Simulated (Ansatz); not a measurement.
# Breaking a bond in CH3S (SMILES C[S])

The species is CH3S (5 atoms), meant as a doublet with charge 0. As SMILES, `C[S]`. The coordinates come from a GFN2-xTB relaxation.

```csv
atom,x (Å),y (Å),z (Å)
C,-0.1271,0.0293,0.0689
S,1.4175,-0.3265,-0.7693
H,-0.2506,-0.6712,0.8909
H,-0.9449,-0.0788,-0.6396
H,-0.0949,1.0472,0.4490
```

The C1–H3 distance is scanned; the parts on either side stay rigid. Basis STO-3G, 6 core orbitals frozen in the correlated methods; program Ansatz 0.2.0. FCI is exact within this basis and core. Energies in eV from each method's value at 1.087 Å; open shells run as named. The shape above is that at 1.087 Å.

```
distance (Å)   UHF  UPBE  U-revPBE  UCCSDT  UCCSDT(Q)   FCI
       1.087  0.00  0.00      0.00    0.00       0.00  0.00
       1.359  1.14  0.76      0.73    0.76       0.76  0.76
       1.631  3.06  2.21      2.17    2.30       2.30  2.25
       2.174  4.38  4.40      4.33    4.16       4.15  4.14
       2.718  4.56  4.78      4.70    4.29       4.26  4.25
```

Departure from the FCI curve at its largest: UHF +0.81 eV at 1.63 Å; UPBE +0.52 eV at 2.72 Å; U-revPBE +0.44 eV at 2.72 Å; UCCSDT +0.05 eV at 1.63 Å; UCCSDT(Q) +0.05 eV at 1.63 Å. For the functionals part of the departure is owed to the small basis.
